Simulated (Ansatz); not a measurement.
**A computed series for GaP: pressure series**

Base system: GaP in the zinc blende structure (space group F-43m, No. 216; a = 5.5060 Å).

Cell and atoms are relaxed at each pressure.

Calculations: Ansatz (a quantum-chemistry and plane-wave program) PBE, without spin-orbit coupling.

```json
[
 {"pressure (GPa)": "-2", "volume per atom (Å³/atom)": "21.451"},
 {"pressure (GPa)": "-1", "volume per atom (Å³/atom)": "21.146"},
 {"pressure (GPa)": "0", "volume per atom (Å³/atom)": "20.865"},
 {"pressure (GPa)": "0.3", "volume per atom (Å³/atom)": "20.786"},
 {"pressure (GPa)": "1.5", "volume per atom (Å³/atom)": "20.479"},
 {"pressure (GPa)": "3", "volume per atom (Å³/atom)": "20.127"},
 {"pressure (GPa)": "5", "volume per atom (Å³/atom)": "19.703"},
 {"pressure (GPa)": "7.5", "volume per atom (Å³/atom)": "?"},
 {"pressure (GPa)": "10", "volume per atom (Å³/atom)": "18.817"}
]
```

### Question
Fit the third-order Birch–Murnaghan form P(V) = (3B₀/2)[(V₀/V)^(7/3) − (V₀/V)^(5/3)]·[1 + (3/4)(B₀′ − 4)((V₀/V)^(2/3) − 1)] (squares taken in P) to the rows shown and predict the withheld row.

### Answer
Least squares on the printed values gives V₀ = 20.865 Å³/atom, B₀ = 76.8 GPa, B₀′ = 4.4; this predicts 19.234 Å³/atom, and the run gives 19.233 Å³/atom, in agreement.

Measured bulk modulus of GaP: 89.6 GPa (static lattice; corrected from measurement; as listed in Daniel Mejia-Rodriguez, S. B. Trickey, Phys. Rev. B (2018)); the computed value is 14 % below it.

Load acts through the strain it causes; cell and atoms are relaxed under it. No phonon test of stability was made. Tetrahedral semiconductors of this kind turn to denser phases somewhere between about 1 and 50 GPa; those were not computed, so compressed cells here can lie past the real transition.
